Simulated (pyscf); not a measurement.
Thermochemistry of product channels of ZnH₂ + methanol (H₃C–OH) on the singlet surface, in kcal/mol, from ωB97M-D3(BJ)/def2-TZVP energies (ideal gas, 1 atm, RRHO with modes under 100 cm⁻¹ raised to 100, one conformer, R ln 2 for chiral ones without a mode under 150 cm⁻¹). Single points on ωB97X-D3(BJ)/def2-SVP structures (PySCF, gas phase).

```tsv
products	ΔE	ΔH(298 K)	ΔG(298 K)	ΔG(900 K)
H₃C–O–ZnH + hydrogen (H₂)	-3.8	-6.5	-5.8	-5.5
HO–ZnH + methane (CH₄)	-35.3	-34.8	-34.8	-35.0
```

These are energies of the channels, which say nothing of barriers. Elements up to Kr have no core potential and no relativistic terms here.
